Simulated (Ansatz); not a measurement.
**Worked example: correlation energy of SnH⁻, triplet**

Geometry: a point of a stretch scan, not a stationary point.

| atom | x (Å) | y (Å) | z (Å) |
| --- | --- | --- | --- |
| Sn | 0.0000 | 0.0000 | 0.0000 |
| H | 0.0000 | 0.0000 | 2.2440 |

Basis def2-SVPD with its core potentials; Ansatz 0.2.0. Only valence electrons are correlated (noble-gas cores and the filled d shells of p-block atoms frozen), which leaves 6 electrons in 31 orbitals. R marks a restricted (for open shells ROHF) determinant. No spin–orbit coupling is included; scalar relativity enters through the core potentials alone.

Full CI is exact within this basis and frozen core; it isn't the basis-set limit.

Runs differ by some tens of microhartree through their thresholds and, for an open shell, their frozen cores, so steps under 0.03 kcal/mol mean nothing.

| level | total energy (hartree) |
| --- | --- |
| RHF | -213.901037 |
| RMP2 | -213.972759 |
| RCCSD | -213.994575 |
| RCCSD(T) | -213.997279 |
| RCCSDT | -213.998078 |
| RCCSDT(Q) | -213.998189 |
| full CI | -213.998202 |

Q: What is the correlation energy at full CI, and what share of it do RMP2 and RCCSD recover?

A: E(corr) = -213.998202 − (-213.901037) = -0.097165 hartree = -2.644 eV. RMP2: -0.071722 / -0.097165 = 73.81 %. RCCSD: -0.093538 / -0.097165 = 96.27 %.

Q: By how many kcal/mol does RCCSD(T) miss full CI (1 hartree = 627.509 kcal/mol), and which steps make up the rest?

A: -213.997279 − (-213.998202) = 0.000923 hartree = 0.58 kcal/mol. Steps: RCCSDT − RCCSD(T) = -0.50, RCCSDT(Q) − RCCSDT = -0.07, full CI − RCCSDT(Q) = -0.01 kcal/mol. That is within 1 kcal/mol of the reference in this basis, which itself misses far more of the correlation at the basis-set limit.
